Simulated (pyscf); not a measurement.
H₃C–In(CH₃)–NH₂ + NH₃ → CH₄ + H₃C–In(NH₂)–NH₂, a four-centre exchange (singlet surface; C–In, H–N broken, C–H, In–N formed). Optimised with ωB97X-D3(BJ)/def2-SVP in PySCF. Energies in kcal/mol from the separated reactants.

Small-basis levels: PySCF, no dispersion term, spherical d functions. AM1 to PM7: differences of heats of formation from MOPAC, which are fitted to 298 K values and so differ in kind from electronic energies by zero-point and thermal terms. GFN2-xTB: tblite. Cost: rough CPU time at the saddle relative to B3LYP/6-31G*+LANL2DZ, from one job on a shared machine.

| level | barrier | reaction energy | cost |
|---|---|---|---|
| HF/6-31G*+LANL2DZ | 34.2 | -13.2 | 0.09 |
| BP86/6-31G*+LANL2DZ | 14.6 | -13.1 | 1 |
| B3LYP/6-31G*+LANL2DZ | 19.1 | -14.0 | 1 |
| GFN2-xTB | 16.2 | -17.1 | under 0.02 |
| AM1 | 34.0 | +16.2 | under 0.02 |
| PM6 | 27.2 | -2.6 | under 0.02 |
| PM7 | 31.7 | -11.0 | under 0.02 |
| ωB97M-D3(BJ)/def2-TZVP | 23.9 | -7.7 | – |

Against the last row the barrier runs from -9.4 (BP86/6-31G*+LANL2DZ) to +10.3 kcal/mol (HF/6-31G*+LANL2DZ). ωB97M-D3(BJ)/def2-TZVP has limits of its own. On the reactant side the descent ends in an adduct with a In–N contact, 18.4 kcal/mol under the separated species and 40.7 kcal/mol under the saddle at ωB97X-D3(BJ)/def2-TZVP. What is counted as formed (In–N) is already present as a longer contact in the reactant adduct; forming that adduct is a step of its own. This is the saddle that the search found; another between the same sides may lie lower. In the def2 sets elements past Kr carry core potentials, without spin-orbit coupling.
